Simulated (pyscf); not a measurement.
A first-order saddle from PySCF, ωB97X-D3(BJ)/def2-SVP:

```
C
H 1 1.0993
C 1 1.5314 2 108.42
H 3 1.1003 1 111.17 2 57.19
H 3 1.1022 4 108.27 1 121.98
H 3 1.1048 4 107.55 5 115.48
C 1 1.5315 2 108.40 3 -122.70
H 7 1.1003 1 111.16 2 -57.25
H 7 1.1022 8 108.27 1 -121.98
H 7 1.1048 8 107.55 9 -115.47
H 1 1.4692 2 136.74 7 -118.53
B 11 1.2466 1 81.25 2 -0.20
H 11 1.0904 12 67.06 1 180.00
H 12 1.2059 11 117.62 13 87.08
H 12 1.2059 14 124.49 13 120.58
```
Charge 0, spin multiplicity 1.

Surface: singlet, charge 0. Lowest wavenumbers (cm⁻¹): 1105i, 174, 234, 236, 297.

Question: Name the species on either side of this saddle.

Answer: propane (H₃C–CH₂–CH₃) + borane (BH₃) <-> H₂B–CH(CH₃)–CH₃ + hydrogen (H₂), a four-centre exchange read from left to right: C–H, B–H broken and B–C, H–H formed. At ωB97M-D3(BJ)/def2-TZVP it lies +16.0 kcal/mol from the left side and +11.4 kcal/mol from the right (each side as separated species at their lowest minima found). At the saddle there is also a short B–H contact that neither side keeps. H₂B–CH(CH₃)–CH₃ lies 13.9 kcal/mol over its isomer H₃C–BH–CH₂–CH₃ (electronic energy, ωB97M-D3(BJ)/def2-TZVP). This is the saddle that the search found; another between the same sides may lie lower.
